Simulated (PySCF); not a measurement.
P2F4.
Geometry (PBE0-D3(BJ)/def2-SVP, Å), atoms numbered from 1 in this order:
```
atom  x, y, z in Å
F1    -1.2392   -0.9777   -1.2851
P2    -0.4832   -1.0245    0.1423
F3    -1.6778   -0.4622    1.0728
P4     0.4869    1.0139   -0.1409
F5     1.2808    0.9761    1.2645
F6     1.6558    0.4444   -1.0992
```

The closed-shell ground state was solved at several levels (PySCF, density fitting, gas phase, non-relativistic).

| level | basis functions | total energy (Eh) | HOMO (eV) | LUMO (eV) | gap (eV) | dipole (D) |
| --- | --- | --- | --- | --- | --- | --- |
| B3LYP/aug-cc-pVTZ-J | 320 | -1082.4422 | -7.30 | -2.18 | 5.12 | 0.04 |
| B3LYP/cc-pVTZ | 188 | -1082.4050 | -7.13 | -1.90 | 5.23 | 0.04 |

What might B3LYP/def2-TZVP (198 basis functions) give for the same quantities?

Total energy -1082.4327 Eh, HOMO -7.19 eV, LUMO -2.01 eV, gap 5.18 eV, dipole 0.04 D.

Over all these levels, which gives the widest orbital gap and which the narrowest?

B3LYP/cc-pVTZ has the widest, 5.23 eV, and B3LYP/aug-cc-pVTZ-J the narrowest, 5.12 eV. From the narrowest to the widest the HOMO moves by +0.17 eV and the LUMO by +0.28 eV.

How much does the basis alone move the frontier levels among the 3 B3LYP rows (the withheld one included)?

The HOMO by 0.17 eV and the LUMO by 0.28 eV. By rising basis size (HOMO, LUMO in eV): cc-pVTZ -7.13, -1.90; def2-TZVP -7.19, -2.01; aug-cc-pVTZ-J -7.30, -2.18.

How far do the dipole and the HOMO energy spread over the levels?

The dipole runs from 0.04 to 0.04 D (mean 0.04 D) and the HOMO from -7.30 to -7.13 eV.

One conformer stands for the species.
